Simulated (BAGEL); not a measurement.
**C3HClF+ (SMILES Fc1c[c+]1Cl) at HF/3-21G (density fitting with qzvpp-jkfit)**

What is the vertical ionisation energy of C3HClF+ at HF/3-21G (density fitting with qzvpp-jkfit)? 

Program for the calculation: BAGEL 1.2.2.

## 1. The system as given

C3HClF+ has 6 atoms, charge +1, and is taken as a singlet. SMILES: `Fc1c[c+]1Cl`. Geometry: relaxed at GFN2-xTB.

Bond lengths: F1–C2 1.261 Å, C2–C3 1.368 Å, C2–C4 1.409 Å, C3–C4 1.413 Å, C4–Cl5 1.606 Å, C3–H6 1.076 Å. Angles: F1–C2–C3 149.6°, F1–C2–C4 149.3°, C3–C2–C4 61.1°, C2–C3–C4 60.8°, C2–C4–C3 58.0°, C2–C4–Cl5 151.5°, C3–C4–Cl5 150.5°, C2–C3–H6 149.5°, C4–C3–H6 149.7°.

## 2. The energy at HF/3-21G (density fitting with qzvpp-jkfit)

Contents of input.json:

```json
{ "bagel" : [

{
  "title" : "molecule",
  "basis" : "3-21g",
  "df_basis" : "qzvpp-jkfit",
  "angstrom" : true,
  "geometry" : [
    { "atom" : "F", "xyz" : [       0.071280,      -2.041020,      -0.358240 ] },
    { "atom" : "C", "xyz" : [       0.054580,      -0.807250,      -0.098410 ] },
    { "atom" : "C", "xyz" : [       0.411420,       0.232150,       0.717050 ] },
    { "atom" : "C", "xyz" : [      -0.349060,       0.497920,      -0.444220 ] },
    { "atom" : "Cl", "xyz" : [      -1.099560,       1.531580,      -1.417380 ] },
    { "atom" : "H", "xyz" : [       0.911330,       0.586630,       1.601200 ] }
  ]
},

{
  "title" : "hf",
  "charge" : 1
},

{
  "title" : "print",
  "file" : "orbitals.molden",
  "orbitals" : true
}

]}
```

On the command line:

```sh
$ BAGEL_NUM_THREADS=1 BAGEL input.json > input.out
```

Standard output:

```text
* using 1 threads per process

  ===============================================================
  ===============================================================

  *** Geometry ***

  { "atom" : "F", "xyz" : [      0.134700,     -3.856969,     -0.676975 ] },
  { "atom" : "C", "xyz" : [      0.103141,     -1.525481,     -0.185968 ] },
  { "atom" : "C", "xyz" : [      0.777471,      0.438700,      1.355028 ] },
  { "atom" : "C", "xyz" : [     -0.659628,      0.940932,     -0.839454 ] },
  { "atom" : "Cl", "xyz" : [     -2.077867,      2.894267,     -2.678460 ] },
  { "atom" : "H", "xyz" : [      1.722164,      1.108570,      3.025829 ] },

  Number of auxiliary basis functions:      448

  Since a DF basis is specified, we compute 2- and 3-index integrals:
    o Being stored without compression. Storage requirement is 0.009 GB

  Number of basis functions:       51
  Number of electrons      :       45

    * METHOD: MOLECULE                             0.12

  *** RHF ***

  === Nuclear Repulsion ===
   186.6574547532

      * DIIS with orbital gradients will be used.

  === RHF iteration (3-21g) ===
      0       -669.17820068          0.02151685           0.03
      1       -669.27288104          0.01311200           0.03
      2       -669.30584535          0.00229933           0.03
      3       -669.30790888          0.00056388           0.03
      4       -669.30805845          0.00020508           0.03
      5       -669.30808161          0.00006603           0.03
      6       -669.30808406          0.00002541           0.03
      7       -669.30808441          0.00000647           0.03
      8       -669.30808444          0.00000293           0.03
      9       -669.30808444          0.00000128           0.03
     10       -669.30808444          0.00000045           0.03
     11       -669.30808444          0.00000018           0.03
     12       -669.30808444          0.00000007           0.03
     13       -669.30808444          0.00000003           0.03
     14       -669.30808444          0.00000001           0.03
    * SCF iteration converged.

    * Permanent dipole moment:
           (   -0.696173,    -0.224608,    -1.172498) a.u.

    * METHOD: HF                                   0.51

    * METHOD: PRINT                                0.00

  ===============================================================
```

Wall time 0.76 s (1 thread of Arm Neoverse V2, shared host).

## 3. Doublet [C3HClF]2+ at the same level

Contents of hf.json:

```json
{ "bagel" : [

{
  "title" : "molecule",
  "basis" : "3-21g",
  "df_basis" : "qzvpp-jkfit",
  "angstrom" : true,
  "geometry" : [
    { "atom" : "F", "xyz" : [       0.071280,      -2.041020,      -0.358240 ] },
    { "atom" : "C", "xyz" : [       0.054580,      -0.807250,      -0.098410 ] },
    { "atom" : "C", "xyz" : [       0.411420,       0.232150,       0.717050 ] },
    { "atom" : "C", "xyz" : [      -0.349060,       0.497920,      -0.444220 ] },
    { "atom" : "Cl", "xyz" : [      -1.099560,       1.531580,      -1.417380 ] },
    { "atom" : "H", "xyz" : [       0.911330,       0.586630,       1.601200 ] }
  ]
},

{
  "title" : "uhf",
  "charge" : 2,
  "nopen" : 1
},

{
  "title" : "print",
  "file" : "orbitals.molden",
  "orbitals" : true
}

]}
```

On the command line:

```sh
$ BAGEL_NUM_THREADS=1 BAGEL hf.json > hf.out
```

Standard output:

```text
* using 1 threads per process

  ===============================================================
  ===============================================================

  *** Geometry ***

  { "atom" : "F", "xyz" : [      0.134700,     -3.856969,     -0.676975 ] },
  { "atom" : "C", "xyz" : [      0.103141,     -1.525481,     -0.185968 ] },
  { "atom" : "C", "xyz" : [      0.777471,      0.438700,      1.355028 ] },
  { "atom" : "C", "xyz" : [     -0.659628,      0.940932,     -0.839454 ] },
  { "atom" : "Cl", "xyz" : [     -2.077867,      2.894267,     -2.678460 ] },
  { "atom" : "H", "xyz" : [      1.722164,      1.108570,      3.025829 ] },

  Number of auxiliary basis functions:      448

  Since a DF basis is specified, we compute 2- and 3-index integrals:
    o Being stored without compression. Storage requirement is 0.009 GB

  Number of basis functions:       51
  Number of electrons      :       45

    * METHOD: MOLECULE                             0.12

  *** Open-shell HF ***

  === Nuclear Repulsion ===
   186.6574547532

      * DIIS with orbital gradients will be used.

  === UHF iteration (3-21g) ===
      0       -668.38710008          0.05482693           0.06
      1       -668.53373879          0.04285201           0.06
      2       -668.59112697          0.03031646           0.06
      3       -668.64398615          0.00439865           0.06
      4       -668.65549267          0.00320449           0.06
      5       -668.66210213          0.00164612           0.06
      6       -668.66392848          0.00063268           0.06
      7       -668.66417868          0.00028504           0.06
      8       -668.66424937          0.00016001           0.06
      9       -668.66426565          0.00009033           0.05
     10       -668.66427441          0.00003536           0.05
     11       -668.66427624          0.00001812           0.06
     12       -668.66427679          0.00000745           0.06
     13       -668.66427704          0.00000307           0.06
     14       -668.66427716          0.00000172           0.06
     15       -668.66427723          0.00000114           0.06
     16       -668.66427728          0.00000095           0.06
     17       -668.66427733          0.00000083           0.06
     18       -668.66427737          0.00000073           0.06
     19       -668.66427739          0.00000068           0.06
     20       -668.66427739          0.00000066           0.06
     21       -668.66427739          0.00000065           0.06
     22       -668.66427739          0.00000063           0.06
     23       -668.66427739          0.00000059           0.06
     24       -668.66427739          0.00000052           0.06
     25       -668.66427739          0.00000043           0.06
     26       -668.66427740          0.00000036           0.06
     27       -668.66427741          0.00000030           0.05
     28       -668.66427741          0.00000022           0.05
     29       -668.66427742          0.00000014           0.06
     30       -668.66427742          0.00000010           0.06
     31       -668.66427742          0.00000009           0.06
     32       -668.66427742          0.00000008           0.06
     33       -668.66427742          0.00000007           0.06
     34       -668.66427742          0.00000007           0.06
     35       -668.66427742          0.00000007           0.06
     36       -668.66427742          0.00000006           0.06
     37       -668.66427742          0.00000006           0.06
     38       -668.66427742          0.00000005           0.06
     39       -668.66427742          0.00000004           0.06
     40       -668.66427742          0.00000003           0.05
     41       -668.66427742          0.00000002           0.05
     42       -668.66427742          0.00000001           0.05
     43       -668.66427742          0.00000001           0.06
     44       -668.66427742          0.00000001           0.05
    * SCF iteration converged.

    * S^2 (UHF) is 0.7570

    * Permanent dipole moment:
           (   -0.172549,    -1.580441,    -0.641800) a.u.

    * METHOD: UHF                                  2.61

    * METHOD: PRINT                                0.00

  ===============================================================
```

Run time: 2.9 s. Hardware: 1 thread of Arm Neoverse V2, shared host.

## 4. What came out

At HF/3-21G (density fitting with qzvpp-jkfit):

| quantity | value |
| --- | --- |
| singlet C3HClF+: total energy | -669.30808 Eh |
| singlet C3HClF+: HOMO energy | -18.61 eV |
| singlet C3HClF+: LUMO energy | -4.03 eV |
| singlet C3HClF+: HOMO–LUMO gap | 14.58 eV |
| doublet [C3HClF]2+: total energy | -668.66428 Eh |
| doublet [C3HClF]2+: ⟨S²⟩ | 0.757 |
| vertical ionisation energy (to the doublet dication) | 17.519 eV |

What this shows: Removing an electron at fixed nuclei costs 17.52 eV (1690 kJ/mol). The negative HOMO energy of the first species, 18.61 eV, lies 1.09 eV above that difference.
